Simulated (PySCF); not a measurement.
# Worked example: HB–CH$_{2}$⁺, doublet against HB–CH$_{2}$, singlet

Geometry (PBE0/def2-TZVP stationary point of a singlet), kept for both states (HB–CH2, singlet: A1; HB–CH2⁺, doublet: B1):

```xyz
5

B     0.0000    0.0000    0.7455
C     0.0000    0.0000   -0.6287
H     0.0000    0.0000    1.9208
H     0.0000    0.9159   -1.2126
H     0.0000   -0.9159   -1.2126
```

Basis cc-pVDZ; PySCF 2.14.0. Only valence electrons are correlated (noble-gas cores frozen). R marks a restricted (for open shells ROHF) determinant.

Full CI isn't at hand for all of this; RCCSDT serves as the reference. It lacks quadruple excitations, which often exceed the step from CCSD(T) to CCSDT.

```
   level  E(HB–CH2, singlet) (hartree)  E(HB–CH2⁺, doublet) (hartree)
RCCSD(T)                    -64.475818                     -64.139608
     PBE                    -64.575989                     -64.233101
  r2SCAN                    -64.634772                     -64.297466
  RCCSDT                    -64.476610                     -64.140354
```

Problem. Give the vertical gap, HB–CH2⁺ doublet less HB–CH2 singlet, at each level in eV (1 hartree = 27.2114 eV), and each error against RCCSDT.

Solution. RCCSDT: (-64.140354 − (-64.476610)) × 27.2114 = 9.150 eV (the reference)
r2SCAN: (-64.297466 − (-64.634772)) × 27.2114 = 9.179 eV, error 0.029 eV
PBE: (-64.233101 − (-64.575989)) × 27.2114 = 9.330 eV, error 0.180 eV
RCCSD(T): (-64.139608 − (-64.475818)) × 27.2114 = 9.149 eV, error -0.001 eV

Total energies of functionals can't be set beside those of wave-function methods, since they hold the core's correlation and their own absolute errors; only the differences compare.

In so small a basis the reference is far from its limit while semilocal and hybrid functionals are nearer theirs, so the functionals' errors here hold much of the reference's basis and frozen-core error, which can add to them or hide them.

Each level lands on the state that its own search finds. T1 diagnostics of restricted CCSD: 0.013 and 0.013.
